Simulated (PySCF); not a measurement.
# SiCl: frontier orbitals

TPSS at R = 2.097 Å; Si pcseg-1, Cl pcseg-1; no relativity (PySCF 2.14). State: ²Π (doublet), unpaired electrons π ↑. Only the outer orbitals are listed, counted within each symmetry.

| spin | orbital | occ. | ε (eV) | on Si (%) | main shells (%) |
| --- | --- | --- | --- | --- | --- |
| α | 7σ | 1 | -21.18 | 7 | 92 Cl s |
| α | 8σ | 1 | -12.44 | 57 | 55 Si s, 36 Cl p |
| α | 3π | 1 | -8.84 | 9 | 91 Cl p, 8 Si p |
| α | 3π | 1 | -8.79 | 11 | 89 Cl p, 10 Si p |
| α | 9σ | 1 | -8.39 | 62 | 40 Si s, 38 Cl p, 21 Si p |
| α | 4π | 1 | -4.46 | 90 | 90 Si p, 10 Cl p |
| α | 4π | 0 | -4.01 | 92 | 92 Si p |
| α | 10σ | 0 | -0.90 | 97 | 90 Si p, 10 Cl p |
| α | 11σ | 0 | 3.47 | 95 | 68 Si s, 26 Si p |
| β | 7σ | 1 | -21.11 | 6 | 92 Cl s |
| β | 8σ | 1 | -11.96 | 48 | 45 Cl p, 45 Si s |
| β | 3π | 1 | -8.81 | 8 | 92 Cl p |
| β | 3π | 1 | -8.52 | 6 | 94 Cl p |
| β | 9σ | 1 | -7.92 | 70 | 48 Si s, 30 Cl p, 21 Si p |
| β | 4π | 0 | -3.68 | 93 | 93 Si p |
| β | 4π | 0 | -2.77 | 95 | 95 Si p |
| β | 10σ | 0 | -0.59 | 98 | 89 Si p, 9 Cl p |

Task: Which are the highest filled and the lowest empty level, where do they sit, and how wide is the gap?

Result: Highest filled α 4π at -4.46 eV (in %: 90 Si p, 10 Cl p); lowest empty α 4π at -4.01 eV (in %: 92 Si p); the gap at TPSS is 0.45 eV. Both belong to one degenerate shell, split only by its one-sided filling, so this is no excitation gap.

The bond order (Mayer) is 1.06. The ⟨S²⟩ is 0.754 and the charge on Si (Mulliken, basis-dependent) is 0.25. The charge on Si (Löwdin, basis-dependent) is 0.17. The dipole moment (positive dipole means Si(−)Cl(+)) is -1.00 D.

The state is the lowest determinant that a PBE0 search found; another state may lie lower at other levels.
